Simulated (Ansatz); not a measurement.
C6H10 can be A, `CC#CCCC`, or B, `C=CCCC=C`.

Program: Ansatz. Geometries: PBE0-D4/def2-TZVP. ΔE: electronic, gas phase. CCSD(T)/CBS is the MP2 limit (def2-TZVPP, def2-QZVPP) plus CCSD(T) − MP2 in def2-TZVPP, frozen cores. Functionals use def2-TZVPP. B3LYP here is the variant with VWN-RPA as its local correlation; programs differ in this. One conformer a species, not always the lowest.

Task: Which isomer does CCSD(T)/CBS put lower? Give the gap. (An estimate is asked.)

Result: Computed: B, by 5.1 kcal/mol.

Task: Give E(B) − E(A) in kcal/mol with B3LYP-D4, LDA (SPW92), HF/def2-TZVPP, CCSD(T)/def2-TZVPP, CCSD/def2-TZVPP, MP2/def2-TZVPP, CCSD(T)/def2-SVP. (An estimate is asked.)

Result: The calculation gave: B3LYP-D4 -5.4, LDA (SPW92) -4.1, HF/def2-TZVPP -4.6, CCSD(T)/def2-TZVPP -5.2, CCSD/def2-TZVPP -4.8, MP2/def2-TZVPP -1.5, CCSD(T)/def2-SVP -4.8. None reverses the order clearly.

Task: Does the order hold for the free energy at 298.15 K (harmonic terms from PBE0-D4)? (Estimate.)

Result: Computed: Yes: G(B) − G(A) = -4.0 kcal/mol, for one conformer each. Modes under 60 cm⁻¹, often nearly free rotors, make the harmonic entropy too high.

Largest T1 diagnostic: 0.010.

Leaving LDA and LC-ωPBE aside and taking each functional with its dispersion term where it has one, the values, not all of them listed here, spread over 3.2 kcal/mol, from BLYP-D4 to PBE-QIDH. The D4 term adds −1.1 kcal/mol with B3LYP and −0.6 kcal/mol with PBE0; it sums over pairs of atoms, weighted by their polarisabilities, and B3LYP, whose exchange is more repulsive, gets the larger term.
